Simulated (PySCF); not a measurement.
Aza analogues, thiophene 1N. Isolated molecules, 0 K electronic values unless said otherwise. Strings in code marks are SMILES.

The numbers are results of PBE0-D4/def2-TZVP (PySCF), not measurements. Delta-SCF ions had no search for a lower state. Excitations are Tamm–Dancoff values on a coarser integration grid. The basis has no diffuse functions, so Rydberg states are missing or too high.

| species | S1–T1 gap (TDA) (eV) | dipole moment (D) | vertical ionisation energy (Delta-SCF) (eV) | HOMO–LUMO gap (eV) | brightest of the four lowest singlets (TDA) (eV) | S1 oscillator strength |
|---|---|---|---|---|---|---|
| `c1sccc1` | 2.23 | ___ | ___ | 6.53 | 6.18 | 0.077 |
| `c1scnc1` | 1.58 | 1.59 | ___ | 6.55 | 6.02 | 0.000 |
| `c1sncc1` | 1.64 | 2.40 | 9.72 | 6.62 | 6.00 | ___ |

Problem. Some entries are withheld; supply them.

Solution. 
- `c1sccc1`, dipole moment (D): 0.49
- `c1sccc1`, vertical ionisation energy (Delta-SCF) (eV): 8.93
- `c1scnc1`, vertical ionisation energy (Delta-SCF) (eV): 9.49
- `c1sncc1`, S1 oscillator strength: 0.003
